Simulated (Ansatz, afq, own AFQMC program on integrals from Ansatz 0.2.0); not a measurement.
**InH$_{2}$⁺, singlet: AFQMC among the cluster methods**

```xyz
3

In    0.0000    0.0000    0.0000
H     0.0000    0.0000   -2.5098
H     0.0000    0.0000    2.5098
```

Basis def2-TZVP with its core potentials. Only valence electrons are correlated. Ansatz 0.2.0 and our own AFQMC program on the same integrals; the CISD trial comes from CCSD amplitudes, and released means the phaseless constraint is let go. Uncertainties: one standard error, sampling alone. No spin–orbit coupling.

Determinant: UHF, the one that the program's search chose, which needn't be the lowest solution. The geometry is a point of a scan.

Full CI on the same integrals is exact in this basis and with this determinant's frozen core.

Cautions: no spin-orbit coupling; inner d shell frozen; strong correlation (T1 0.056, weight of the determinant 0.84, largest double 0.17); unrestricted determinant spin contaminated (⟨S²⟩ 1.02 against 0.00); CCSD(T) is in doubt: in a space of 4 electrons in 8 natural orbitals full CI lies 130 meV below it; the released energies are still falling, so no released level is given (meV from the phaseless value at times in 1/Eh: 0.0 ± 1.9 at 0.24, -3.2 ± 1.7 at 0.51, -6.2 ± 1.6 at 0.99, -7.9 ± 1.2 at 1.62, -10.0 ± 1.4 at 2.40).

* T1 diagnostic: 0.0564
* weight of the determinant in the CISD state: 0.844
* ⟨S²⟩ of the determinant: 1.015
* size of the correlated space: 4 electrons in 53 orbitals

Reference: full CI, correlation energy -1.300 eV. The cautions show a poor starting determinant, so the rows tell how each method copes with it here, and full CI is the sure value.

```tsv
level	E − E(reference) (meV)	share of correlation (%)
HF	1300.1	0.00
MP2	605.0	53.46
CCSD	169.1	86.99
CCSD(T)	131.8	89.86
CCSDT	13.5	98.96
CCSDT(Q)	-0.1	100.01
ph-AFQMC/CISD	4.0 ± 1.6	99.69
```

CCSDT and higher add their correlation energy to the determinant of the CCSD(T) run, since their own runs factorise the integrals more tightly (a shift of under 2 meV).
